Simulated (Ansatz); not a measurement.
**Several solutions for singlet O₂ in separate pieces**

```
atom   x (Å)   y (Å)   z (Å)
   O  0.0000  0.0000  0.0000
   O  0.0000  0.0000  8.0000
```

Basis set: def2-SVP (spherical functions). Charge 0, multiplicity 1.

PBE0 (unrestricted) was run from several starts with Ansatz (development build ahead of 0.2.0).

```csv
run,program,start,converged,energy (hartree),<S²>
A,Ansatz,stability test followed,yes,-149.79251,2.00
B,Ansatz,search for the lowest state,yes,-149.84980,2.00
C,Ansatz,"atomic start, no search",yes,-149.62609,0.00
```

Problem. Which runs reached the lowest solution of this kind, and what is wrong with the others?

Solution. B reached the lowest solution found. Converged but too high: A by 1.56 eV, C by 6.09 eV. Convergence only shows a stationary point, and even a stable one can lie too high; stability tests and further starts are what find lower ones. Caution: another spin multiplicity may lie lower. Caution: the unrestricted determinant is a mixture of spin states.
